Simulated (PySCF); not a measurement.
# One reaction down a group: F, Cl, Br, I

The same gas-phase reaction for F, Cl, Br, I:
- Si2N + 3 NH2 + 2 HF → Si(NH2)4 + SiF2
- Si2N + 3 NH2 + 2 HCl → Si(NH2)4 + SiCl2
- Si2N + 3 NH2 + 2 HBr → Si(NH2)4 + SiBr2
- Si2N + 3 NH2 + 2 HI → Si(NH2)4 + SiI2

Method: PySCF energies (xtb for GFN2) plus ideal-gas RRHO corrections (1 bar). † marks an energy on the PBE0/def2-TZVP geometry and frequencies; other levels use their own. Open shells (unrestricted): Si2N (multiplicity 2, electronic degeneracy 4), NH2 (multiplicity 2); the rest are closed-shell singlets. GFN2 has no spin-polarisation term. Spin-orbit splitting is ignored; it lowers the true energy and changes the entropy of Si2N. I: scalar-relativistic def2 core potential, no spin-orbit coupling. Br: all electrons, no relativistic terms. Si(NH2)4: computed as isolated molecules; such fragments, hydroxides, amides, oligomers or adducts are transient or little studied in the gas. The harmonic model lacks anharmonicity and excited electronic states, which grow with temperature; levels with a mode under 35 cm⁻¹ are left out. Internal rotation in Si(NH2)4 is treated as a harmonic vibration of one conformer, which makes the entropy rough. Soft modes under 120 cm⁻¹ make the harmonic entropy rough for SiI2.

ΔH°(298 K) in kJ, by level:

| level | F | Cl | Br | I |
|---|---|---|---|---|
| ωB97M-V/def2-TZVP† | -1436.9 | -1323.6 | -1312.6 | -1288.3 |
| PBE0/def2-TZVP | -1377.4 | -1280.3 | -1276.0 | -1262.5 |
| PBE/def2-SVP | -1367.2 | -1260.1 | -1248.7 | -1237.5 |
| ωB97X-V/def2-TZVP† | -1445.9 | -1327.4 | -1315.9 | -1292.2 |
| GFN2-xTB | -1669.9 | -1516.9 | -1499.9 | -1466.4 |
| BLYP/def2-TZVP† | -1281.7 | -1162.0 | -1152.2 | -1132.9 |
| LDA/def2-TZVP† | -1615.3 | -1513.7 | -1507.1 | -1494.0 |

At ωB97M-V/def2-TZVP†, ΔH° rises from F to I, over a range of 148.6 kJ; the steps are +113.3, +11.0, +24.3 kJ. 7 of the 7 levels shown give the same order. The levels scatter most for F (388.2 kJ between the highest and the lowest) and least for Br (354.9 kJ). ΔS°(298 K) runs from -599.2 to -597.9 J/K, so TΔS° at 298 K spreads over 0.4 kJ among the members, against 148.6 kJ for ΔH°.

Free energies at ωB97M-V/def2-TZVP†:

```
member  ΔS°(298 K), J/K  ΔG°(298 K), kJ  ΔG°(1200 K), kJ         ΔG° changes sign
------  ---------------  --------------  ---------------  -----------------------
F                -597.9           -1259             -726  none from 298 to 2500 K
Cl               -599.1           -1145             -614           2000 to 2500 K
Br               -599.2           -1134             -604           2000 to 2500 K
I                -598.5           -1110             -581           2000 to 2500 K
```

The NASA 1993 table holds none of these reactions whole; the comparison is among the levels.
